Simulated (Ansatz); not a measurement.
Ansatz (an electronic-structure program) input:

Ansatz 0.2 input:
```yaml
crystal:
  periodic: [false, false, false]
  atoms:
    - {symbol: O, position_ang: [0.00686265, 0.17220607, 1.18427818]}
    - {symbol: C, position_ang: [0.01761926, 1.26078253, 0.37987644]}
    - {symbol: C, position_ang: [0.00943675, -0.91104953, 0.38397733]}
    - {symbol: C, position_ang: [0.02796566, 0.84897172, -0.90600850]}
    - {symbol: C, position_ang: [0.02271556, -0.55659767, -0.93266754]}
    - {symbol: H, position_ang: [0.01720508, 2.22666416, 0.83936265]}
    - {symbol: H, position_ang: [0.00155060, -1.87199408, 0.85952245]}
    - {symbol: H, position_ang: [0.02768006, -1.20074682, -1.78584288]}
basis:
  gaussian:
    orbitals: def2-TZVP
hamiltonian:
  xc: b3lyp
  dispersion: d3bj
magnetization: {spin_polarized: true, initial_magnetization: 1}
relax: {f_tol: 0.002, max_steps: 150}
```

Question: Which total energy does the run end on?

Answer: -229.42439 Eh (B3LYP-D3(BJ)/def2-TZVP). The basis has 173 functions.

It need not be the lowest isomer of its formula.
